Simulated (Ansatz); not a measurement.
C4H5F can be A, `C=C/C=C\F`, or B, `CC1=CC1F`.

Program: Ansatz. Geometries: PBE0-D4/def2-TZVP. ΔE: electronic, gas phase. CCSD(T)/CBS adds triple-zeta CCSD(T) − MP2 to the extrapolated MP2 energy (def2 sets, frozen cores). Functionals use def2-TZVPP. B3LYP here is the variant with VWN-RPA as its local correlation; programs differ in this. Each species was taken in one conformer, which may not be the lowest.

A:

Z-matrix (Å, degrees):
```
C
C 1 1.332
H 1 1.083 2 121.4
H 1 1.085 2 121.5 3 -180.0
C 2 1.446 1 123.7 3 -180.0
H 2 1.086 1 119.6 3 -0.0
C 5 1.328 2 125.1 1 180.0
H 5 1.085 2 118.6 1 -0.0
F 7 1.337 5 122.3 2 0.0
H 7 1.083 5 125.4 2 180.0
```

B:

Z-matrix (Å, degrees):
```
C
C 1 1.468
H 1 1.091 2 111.7
H 1 1.093 2 109.8 3 120.8
H 1 1.093 2 110.4 3 -121.5
C 2 1.303 1 151.4 3 -2.6
C 2 1.460 1 145.3 3 -178.1
H 6 1.078 2 149.7 1 0.4
F 7 1.394 2 118.2 1 71.5
H 7 1.088 2 125.2 1 -71.9
```

(1) Which isomer does CCSD(T)/CBS put lower? Give the gap. (Best estimate.)

(2) Give E(B) − E(A) in kJ/mol with B2PLYP, B3LYP-D4, CCSD/def2-TZVPP, r2SCAN-D4, HF/def2-TZVPP, PBE-D4, B3LYP. (Best estimate.)

Largest T1 diagnostic: 0.012.

## Answers

(1) Ansatz gave: A, by 99.4 kJ/mol.

(2) Computed: B2PLYP 102.1, B3LYP-D4 107.0, CCSD/def2-TZVPP 100.4, r2SCAN-D4 95.3, HF/def2-TZVPP 109.8, PBE-D4 90.7, B3LYP 106.4. None reverses the order clearly.

In def2-TZVPP, CCSD(T) changes the Hartree–Fock value by −7.3 kJ/mol (the triples alone add +2.1 kJ/mol) and MP2 by −22.1 kJ/mol. From PBE to PBE0 (25 % exact exchange), in def2-TZVPP and without D4, E(B) − E(A) moves by −6.1 kJ/mol.
